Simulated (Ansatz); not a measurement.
Ideal-gas functions of `OF` at 800 K and 1 bar, from an Ansatz frequency run at PBE0-D4/def2-TZVP.

Molar mass 36.01 g/mol, point group Cs (symmetry number 1), electronic degeneracy 1, moments of inertia 0.854, 18.044, 18.899 u Å². Harmonic wavenumbers (cm⁻¹, unscaled): 1037, 1434, 3773.

Use S(trans) = R[1.5 ln M + 2.5 ln T − 1.1517]; rotational temperatures θ = 24.2544 K / I; S(rot) = R[ln(√π/σ · √(T³/θAθBθC)) + 1.5]; for each mode x = 1.438777 ν̃/T, S = R[x/(eˣ − 1) − ln(1 − e⁻ˣ)] and H = RT x/(eˣ − 1); 1 cm⁻¹ = 0.0119627 kJ/mol; R = 8.31446 J/(mol·K).

By hand: the entropy, in J/(mol·K).

Translation 174.1. Rotation: θ = 28.4009, 1.3442, 1.2834 K, giving 84.4. Vibration, mode by mode: 4.24, 2.42, 0.07, in all 6.7. Electronic 0.0. Sum 265.2 J/(mol·K).

By hand: H − E and G − E in kJ/mol, counted from the electronic energy.

Zero-point energy ½ × 6244 × 0.0119627 = 37.3; thermal vibration 3.7; translation, rotation and pV give 4 RT = 26.6. H − E = 67.6 kJ/mol, and G − E = 67.6 − 800 × 265.2/1000 = -144.6 kJ/mol.

Vibration gives 3 % of the entropy.
